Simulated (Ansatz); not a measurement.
# Relaxing KGe₃Pb

Computed with Ansatz, DFT PBE, scalar-relativistic, plane waves, PAW. Cutoff 420 eV, Γ-centred k mesh, Gaussian smearing, no spin polarisation in the final step.

A relaxed cell is given with its space group left out.

```
K Ge Pb
1.0
     5.60764    0.00000    0.00000
     0.00000    5.60764    0.00000
     0.00000    0.00000    5.60764
K Ge Pb
1 3 1
Cartesian
  0.0000 0.0000 0.0000
  0.0000 2.8038 2.8038
  2.8038 0.0000 2.8038
  2.8038 2.8038 0.0000
  2.8038 2.8038 2.8038
```

Energies over the elements count from the elements' standard structures at the same level, with no empirical corrections.

Q: What space group does it have?

A: Pm-3m (No. 221). Conventional cell: a = 5.608 Å. Around K lie 12 Ge at 3.97 Å; Ge has 2 Pb at 2.80 Å; Pb has 6 Ge at 2.80 Å.

Q: How far does it lie from the elements in energy?

A: 0.67 eV/atom.

Q: Is it a metal?

A: Yes, bands cross the Fermi level on the 8×8×8 mesh.

The final run used a 8×8×8 mesh on its 5-atom cell and 0.10 eV smearing. For metals, differences of a few meV/atom aren't resolved. Spin–orbit coupling is left out. The cell came from a trial start, so KGe₃Pb may not exist in this structure.

Cost: 3 runs of about 1.7 core-minutes in all, on Arm Neoverse V1 (shared hosts).